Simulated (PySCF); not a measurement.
Compound: methyl cyclopropyl ketone, C5H8O.
SMILES with atom numbers: `[CH3:1][C:2](=[O:3])[CH:4]1[CH2:5][CH2:6]1` (hydrogens: H7, H8, H9 on C1; H10 on C4; H11, H12 on C5; H13, H14 on C6)

The same species was optimised twice, with GFN2-xTB and with PBE0-D3(BJ)/def2-SVP (PySCF), and the same property calculations (PySCF, gas phase) were run on both structures.

```csv
coordinate,GFN2-xTB,PBE0-D3(BJ)/def2-SVP,change
C2–C4 (Å),1.484,1.493,+0.009
C1–C2 (Å),1.510,1.506,-0.004
C2=O3 (Å),1.208,1.211,+0.003
C4–C5 (Å),1.513,1.511,-0.002
C5–C6 (Å),1.483,1.482,-0.001
C4–C6 (Å),1.513,1.514,+0.001
C1–C2–C4 (°),114.4,116.5,+2.1
O3–C2–C4 (°),122.7,121.3,-1.4
C2–C4–C6 (°),117.6,116.7,-0.9
C2–C4–C5 (°),117.6,116.9,-0.7
C1–C2–O3 (°),122.9,122.2,-0.7
C4–C5–C6 (°),60.7,60.8,+0.1
C4–C6–C5 (°),60.7,60.6,-0.1
C5–C4–C6 (°),58.7,58.7,0.0
C1–C2–C4–C5 (°),-146,-150,-4
```

Rotational constants: A = 7168, B = 2656, C = 2313 MHz (GFN2-xTB) against A = 7242, B = 2647, C = 2313 MHz (PBE0-D3(BJ)/def2-SVP). Atoms that the bonding makes alike are paired by their places after alignment.

On the GFN2-xTB structure: HOMO (eV) -7.21 [PBE0/pcSseg-1]; LUMO (eV) -0.30 [PBE0/pcSseg-1]; dipole (D) 2.93 [PBE0/pcSseg-1]; GIAO shielding of C1 (ppm) 152.3 [PBE0/pcSseg-1]; GIAO shielding of C2 (ppm) -25.9 [PBE0/pcSseg-1]; GIAO shielding of O3 (ppm) -278.4 [PBE0/pcSseg-1]; GIAO shielding of C4 (ppm) 165.0 [PBE0/pcSseg-1]; GIAO shielding of C5/C6 (mean) (ppm) 172.7 [PBE0/pcSseg-1].

What do these properties become on the PBE0-D3(BJ)/def2-SVP structure?

| property | level | on GFN2-xTB | on PBE0-D3(BJ)/def2-SVP | change |
| --- | --- | --- | --- | --- |
| HOMO (eV) | PBE0/pcSseg-1 | -7.21 | -7.24 | -0.03 |
| LUMO (eV) | PBE0/pcSseg-1 | -0.30 | -0.33 | -0.03 |
| dipole (D) | PBE0/pcSseg-1 | 2.93 | 2.90 | -0.03 |
| energy, GFN2-xTB geometry as zero (kcal/mol) | PBE0/pcSseg-1 | 0.0 | -0.3 | -0.3 |
| GIAO shielding of C1 (ppm) | PBE0/pcSseg-1 | 152.3 | 151.4 | -0.9 |
| GIAO shielding of C2 (ppm) | PBE0/pcSseg-1 | -25.9 | -26.8 | -0.9 |
| GIAO shielding of O3 (ppm) | PBE0/pcSseg-1 | -278.4 | -281.9 | -3.5 |
| GIAO shielding of C4 (ppm) | PBE0/pcSseg-1 | 165.0 | 163.7 | -1.3 |
| GIAO shielding of C5/C6 (mean) (ppm) | PBE0/pcSseg-1 | 172.7 | 170.7 | -2.0 |

The heavy atoms differ by 0.032 Å rms after alignment (one structure mirrored). Among bonds between heavy atoms C2–C4 changes most (+0.009 Å). Changes are differences of the printed values. Neither structure is proved a minimum here.

Conformer computed: `[CH3:1][C:2](=[O:3])[CH:4]1[CH2:5][CH2:6]1`: C1–C2–C4–C5 -150°.
